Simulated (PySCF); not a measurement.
**Mayer bond orders and bond lengths**

1-pyrroline, C4H7N.
SMILES with atom numbers: `[CH:1]1=[N:2][CH2:3][CH2:4][CH2:5]1` (hydrogens: H6 on C1; H7, H8 on C3; H9, H10 on C4; H11, H12 on C5)

Geometry (GFN2-xTB, Å), atoms numbered from 1 in this order:
```
atom  x, y, z in Å
C1    -0.489    1.298   -0.168
N2     0.751    1.294   -0.365
C3     1.278   -0.038   -0.204
C4     0.092   -0.966    0.171
C5    -1.120   -0.022    0.180
H6    -1.062    2.209   -0.248
H7     1.760   -0.328   -1.140
H8     2.051   -0.010    0.568
H9     0.251   -1.421    1.146
H10   -0.025   -1.762   -0.562
H11   -1.609    0.035    1.154
H12   -1.877   -0.290   -0.559
```

Bond orders from the PBE0/pcSseg-1 density (PySCF). Geometry: GFN2-xTB; no solvent, vibrations or thermal averaging.

(1) Where do the orders between heavy atoms depart from those drawn in the SMILES?

(2) Give the Mayer order of every bond between heavy atoms, beside its length.

## Answers

(1) The largest departure is 0.040, at C1–N2 (drawn double, 1.960).

(2) 
| bond | drawn as | length (Å) | Mayer order |
| --- | --- | --- | --- |
| C1–N2 | double | 1.256 | 1.960 |
| N2–C3 | single | 1.442 | 1.006 |
| C3–C4 | single | 1.551 | 1.005 |
| C4–C5 | single | 1.536 | 1.036 |
| C5–C1 | single | 1.504 | 1.001 |

By pair of heavy elements: C–N: lowest N2–C3 (1.006, 1.442 Å), highest C1–N2 (1.960, 1.256 Å). C–C: lowest C5–C1 (1.001, 1.504 Å), highest C4–C5 (1.036, 1.536 Å); in 1 of the 3 pairs the longer bond (by over 0.003 Å) has the higher order (by 0.02 or more).

Question: And the bonds to hydrogen?

Answer: C–H: 0.94 to 0.97 (7 bonds).

Question: Sum the orders of all bonds at each heavy atom with more than one neighbour and set the sums beside the valence in the SMILES.

Answer: C1 3.928 (drawn 4), N2 2.966 (drawn 3), C3 3.906 (drawn 4), C4 3.956 (drawn 4), C5 3.920 (drawn 4). Orders between atoms that aren't bonded are not in these sums.

Mayer orders depend on the basis set.
